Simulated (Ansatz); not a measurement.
# HNSi, singlet: vertical spin and charge gaps

Geometry (PBE0/def2-TZVP stationary point for this spin, not checked as a minimum):

```yaml
atoms:
  - { symbol: Si, position_ang: [0.0000, 0.0000, -1.3636] }
  - { symbol: N, position_ang: [0.0000, 0.0000, 0.1820] }
  - { symbol: H, position_ang: [0.0000, 0.0000, 1.1816] }
```

Basis cc-pVDZ; Ansatz 0.2.0. Correlated methods freeze the noble-gas cores. R marks a restricted (for open shells ROHF) determinant, U an unrestricted one.

Gaps are energies of the second state less the first, at fixed atoms, for a selection of the levels run; each method lands on the state that its own search finds for that charge and spin.

Removing an electron, to the doublet: 10.268 eV at UCCSDTQ.

| level | gap (eV) | error (meV) |
| --- | --- | --- |
| RHF | 8.751 | -1517 |
| RMP2 | 10.502 | 234 |
| UMP2 | 10.504 | 236 |
| RCCSD | 10.095 | -173 |
| UCCSD | 10.092 | -176 |
| BCCD(T) | 10.258 | -10 |
| RCCSDT | 10.250 | -18 |
| UCCSDT | 10.249 | -19 |
| UCCSDT(Q) | 10.275 | 7 |
| r2SCAN | 10.478 | 210 |

In so small a basis the reference is far from its limit while semilocal and hybrid functionals are nearer theirs, so the functionals' errors here hold much of the reference's basis and frozen-core error, which can add to them or hide them.

Full CI isn't at hand for all of this; UCCSDTQ serves as the reference, and is uncertain by about the last step of the cluster series. The frozen core follows each run's orbitals, which can shift R against U totals by a few meV.
